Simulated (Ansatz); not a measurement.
# [H···H···NH], triplet: the ladder up to full CI

Geometry: a point of a hydrogen-transfer path between rigid fragments, not a stationary point.

```tsv
atom	x (Å)	y (Å)	z (Å)
H	-2.0944	0.0594	0.0000
H	-1.4014	0.0594	0.0000
N	0.2166	0.0594	0.0000
H	0.4857	-0.9448	0.0000
```

Basis cc-pVDZ; Ansatz 0.2.0. Only valence electrons are correlated (noble-gas cores frozen), which leaves 8 electrons in 28 orbitals. Prefix R: restricted or restricted open-shell reference; prefix U: unrestricted. Active spaces: valence = (8e, 7o) chosen from the atoms' valence shells; pair = (4e, 4o) about the gap.

Full CI is exact within this basis and frozen core; it isn't the basis-set limit. The frozen core follows each run's orbitals, which can shift R against U totals by a few meV.

For open shells CISD and CISDTQ are restricted-active-space CI with the open shells as a complete middle space.

- UHF ⟨S²⟩: 2.017
- T1 diagnostic (RCCSD): 0.0198
- largest doubles amplitude (RCCSD): 0.033
- T1 diagnostic (UCCSD): 0.0109

```tsv
level	E − E(RHF) (eV)
UHF	-0.2112
RMP2	-3.8962
UMP2	-3.9010
RCCSD	-4.6399
UCCSD	-4.6433
RCCSD(T)	-4.6999
UCCSD(T)	-4.7012
```

Task: Estimate how far full CI in cc-pVDZ lies from RCCSD(T). The table doesn't fix it; the size of (T) and the diagnostics are the guide.

Result: Full CI in cc-pVDZ lies 14 meV below RCCSD(T), which is 24 % of the (T) step (-60 meV). The diagnostics are small and one determinant leads, so the series closes fast and only a small part of (T) is left.

The other levels:

```json
{"level": "CISD", "E − E(full CI) (meV)": "242", "share of correlation (%)": "94.86", "wall time": "0.61 s"}
{"level": "BCCD(T)", "E − E(full CI) (meV)": "14", "share of correlation (%)": "99.70", "wall time": "0.95 s"}
{"level": "RCCSDT", "E − E(full CI) (meV)": "3", "share of correlation (%)": "99.93", "wall time": "–"}
{"level": "UCCSDT", "E − E(full CI) (meV)": "2", "share of correlation (%)": "99.95", "wall time": "–"}
{"level": "CISDTQ", "E − E(full CI) (meV)": "4", "share of correlation (%)": "99.91", "wall time": "5.5 s (H100)"}
{"level": "RCCSDT(Q)", "E − E(full CI) (meV)": "0", "share of correlation (%)": "100.00", "wall time": "6.5 s"}
{"level": "UCCSDT(Q)", "E − E(full CI) (meV)": "-1", "share of correlation (%)": "100.03", "wall time": "6 s"}
{"level": "RCCSDTQ", "E − E(full CI) (meV)": "0", "share of correlation (%)": "100.01", "wall time": "12 s (H100)"}
{"level": "UCCSDTQ", "E − E(full CI) (meV)": "-2", "share of correlation (%)": "100.04", "wall time": "20 s (H100)"}
{"level": "CASSCF (pair space)", "E − E(full CI) (meV)": "4083", "share of correlation (%)": "13.38", "wall time": "–"}
{"level": "NEVPT2 (pair space)", "E − E(full CI) (meV)": "735", "share of correlation (%)": "84.42", "wall time": "0.16 s"}
{"level": "MRCISD (pair space)", "E − E(full CI) (meV)": "191", "share of correlation (%)": "95.94", "wall time": "–"}
{"level": "MRCISD+Q (pair space)", "E − E(full CI) (meV)": "-13", "share of correlation (%)": "100.28", "wall time": "0.58 s"}
{"level": "CASSCF (valence space)", "E − E(full CI) (meV)": "3490", "share of correlation (%)": "25.98", "wall time": "–"}
{"level": "NEVPT2 (valence space)", "E − E(full CI) (meV)": "725", "share of correlation (%)": "84.61", "wall time": "0.85 s"}
{"level": "MRCISD (valence space)", "E − E(full CI) (meV)": "136", "share of correlation (%)": "97.12", "wall time": "–"}
{"level": "MRCISD+Q (valence space)", "E − E(full CI) (meV)": "-2", "share of correlation (%)": "100.04", "wall time": "1.1 s"}
```

The correlation energy at full CI, counted from RHF, is -4.714 eV. That run took 15 s on 2 threads of AMD EPYC 7R13 with a shared H100 80 GB, shared host over 209,538,700 determinants.

Times hold each run's SCF and search for its determinant on a shared host, so for small cases they say little of a method's own cost; rows without a card ran on 1 thread of AMD EPYC 7R13.

Not variational, and here over 5 meV under the exact energy: MRCISD+Q (pair space).

The full-CI state has the irrep A'' of Cs, in the program's axes.

Natural occupations of full CI about the gap: 1.972 1.966 1.956 0.994 0.993 0.032 0.020 0.011 0.007 0.007; effectively unpaired electrons, Σ n²(2−n)², 2.02.
